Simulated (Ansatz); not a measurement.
A made-up structure of SiH2S2, singlet:

S1  (-1.991, 0.711, 0.861)
Si2  (1.573, 0.052, -0.161)
S3  (-0.491, -0.309, -0.197)
H4  (-0.649, -1.350, -1.058)
H5  (1.451, 1.124, 0.762)
(Å)

It is relaxed with PBE-D4/def2-SVP and then PBE0-D4/def2-TZVP (Ansatz 0.2.0). Atoms count as bonded within 1.22 times the sum of their covalent radii (H–H: 0.88 Å). The end point is not checked to be a true minimum.

Problem. Does its bonding change? (Judge from chemistry; the calculation decides.)

Solution. By the calculation: No: no bond forms or breaks.

Where it ends: The first stage lowers the energy by 0.46 eV in 5 steps. It ends as SiH₂S₂ ([SiH][SH][S]):
| atom | x (Å) | y (Å) | z (Å) |
| --- | --- | --- | --- |
| S1 | -2.0321 | 0.5387 | 0.7209 |
| Si2 | 1.6387 | 0.0011 | -0.2129 |
| S3 | -0.4510 | -0.2175 | -0.1251 |
| H4 | -0.7676 | -1.2411 | -0.9497 |
| H5 | 1.5039 | 1.1464 | 0.7735 |

Labels in which every atom is bracketed show which atoms are joined, not bond orders.

For scale, one of the runs: PBE0-D4/def2-TZVP relaxation, 123 basis functions, launched by `ansatz run in.yaml --threads 2 --pin off --events-out ev --progress --plain --max-ram 4352MiB`. Hardware: 2 CPU threads of an Arm Neoverse V2, shared host. Wall time about 15 s.
